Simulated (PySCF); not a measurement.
Molecule: SMILES CP(C=C)C, C4H9P.

Structure with atom numbers: `[CH2:1]=[CH:2][P:3]([CH3:4])[CH3:5]`. Hydrogens are named by the atom that carries them. Ha(C1) is cis to P3; Hb(C1) is trans to P3.

Geometry PBE0-D3(BJ)/def2-SVP throughout; GIAO in PySCF, gas phase, one conformer, non-relativistic; equivalent atoms averaged; basis pcSseg-1.

For orientation, PBE0 gives these absolute shieldings σ: C2 31.4, C1 58.6, C4/C5 170.3, P3 376.2, H(C2) 24.78, Hb(C1) 25.47, Ha(C1) 25.86, H(C4)/H(C5) 30.24 ppm.

A run gave: C2 28.0, C1 57.7, C4/C5 165.1, P3 352.8, H(C2) 24.68, Hb(C1) 25.46, Ha(C1) 25.88, H(C4)/H(C5) 30.17 ppm (absolute shieldings σ).

Problem. Which functional was used in that run?
A. KT3
B. PBE
C. mPW1PW91
D. B97-D
E. KT2

Solution. B. C2 tells them apart best: PBE gives 28.0, KT2 gives 40.8, KT3 gives 42.8, B97-D gives 32.2, mPW1PW91 gives 30.7 ppm.
